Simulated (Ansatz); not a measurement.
**CCSD(T) forces**

MgAlNH4 (SMILES [NH2][Mg][AlH2]), singlet, at a frame of a short PBE0-D4/def2-SVP trajectory.

```tsv
atom	x (Å)	y (Å)	z (Å)
N1	-2.0491	-0.2292	-1.1177
Mg2	-0.2481	-0.0844	-0.3591
Al3	1.8473	0.2026	1.2534
H4	-2.6071	0.6904	-1.1581
H5	-2.1703	-0.7336	-1.9746
H6	1.7991	1.3216	2.4281
H7	3.0999	-0.6714	1.1587
```

Ansatz 0.2.0; basis: def2-TZVPP; cores frozen in the correlated methods. The outer core shell of Li, Na, Mg and K is correlated. The def2 sets are not built for correlating such inner shells, so the correlated values are less sure here.

CCSD(T) forces from the calculation:
```
atom      Fx      Fy  Fz (eV/Å)
  N1  -0.020   2.146      0.764
 Mg2  -0.816  -0.038     -0.202
 Al3  -0.658   0.697      0.306
  H4   0.994  -2.098     -0.208
  H5  -0.437  -0.011     -0.499
  H6   0.123  -0.247     -0.207
  H7   0.814  -0.447      0.046
```

Root-mean-square difference of the force components from those of CCSD(T): PBE-D4 0.131; r2SCAN-D4 0.022; PBE0-D4 0.042; wB97M-V 0.054 eV/Å.

No T1 diagnostic of these runs exceeds 0.011.

For scale, one of the runs: CCSD(T)/def2-TZVPP forces, 161 basis functions, launched by `ansatz run in.yaml --threads 1 --pin off --events-out ev --progress --plain --max-ram 4352MiB`. The run took 3.3 min on 1 CPU thread of an Intel Xeon (shared host), with 2.1 GiB of host memory at its peak.
